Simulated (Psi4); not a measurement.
# C2H5B (SMILES BC=C) at B3LYP/6-31G(d) (density fitting, Cartesian functions)

Aim: molecular dynamics of C2H5B. The job is set up through an ASE script.

Program for the calculation: Psi4 1.11.

## (1) The system as given

C2H5B: 8 atoms, total charge 0, spin state singlet. As SMILES, `BC=C`. The shape is that of a PBE0-D4/def2-TZVP optimisation. The run starts from this shape.

Bond lengths: B1–C2 1.534 Å, C2–C3 1.339 Å, B1–H4 1.199 Å, B1–H5 1.197 Å, C2–H6 1.089 Å, C3–H7 1.086 Å, C3–H8 1.087 Å. Angles: B1–C2–C3 120.5°, B1–C2–H6 121.7°, C3–C2–H6 117.7°, C2–B1–H4 118.7°, C2–B1–H5 122.0°, C2–C3–H7 120.6°, C2–C3–H8 123.0°, H4–B1–H5 119.3°, H7–C3–H8 116.4°.

## (2) A short trajectory at B3LYP/6-31G(d) (density fitting, Cartesian functions)

c2h5b.xyz reads:

```xyz
8
C2H5B
B     -0.619200     0.876300    -0.693900
C      0.322000     0.273500     0.357500
C      0.459500    -1.054300     0.465500
H     -1.226400     0.135900    -1.414800
H     -0.762800     2.058300    -0.813400
H      0.897400     0.899500     1.037300
H     -0.092700    -1.722500    -0.189400
H      1.114300    -1.523800     1.195500
```

run.py reads:

```python
import numpy as np
from ase.calculators.psi4 import Psi4
from ase.io import read
from ase import units
from ase.md.velocitydistribution import MaxwellBoltzmannDistribution, Stationary
from ase.md.verlet import VelocityVerlet

atoms = read('c2h5b.xyz')
calc = Psi4(atoms=atoms, method='b3lyp', basis='6-31G*', memory='1600MB', num_threads=1, charge=0, multiplicity=1, label='psi4-calc', reference='rks')
atoms.calc = calc

MaxwellBoltzmannDistribution(atoms, temperature_K=300.0, rng=np.random.default_rng(934))
Stationary(atoms)
dyn = VelocityVerlet(atoms, 1.0 * units.fs)
def show():
    ep, ek = atoms.get_potential_energy(), atoms.get_kinetic_energy()
    print(f'step {dyn.nsteps:3d}  Epot {ep:14.6f}  Ekin {ek:9.6f}  Etot {ep + ek:14.6f} eV  T {atoms.get_temperature():7.1f} K')
dyn.attach(show)
dyn.run(40)
```

On the command line:

```console
$ python run.py
```

**Question.** What will come out? Wanted: potential energy of the last frame.

Computed results:

At B3LYP/6-31G* (density fitting, Cartesian functions):

```
                          quantity          value
potential energy of the last frame  -104.02421 Eh
```
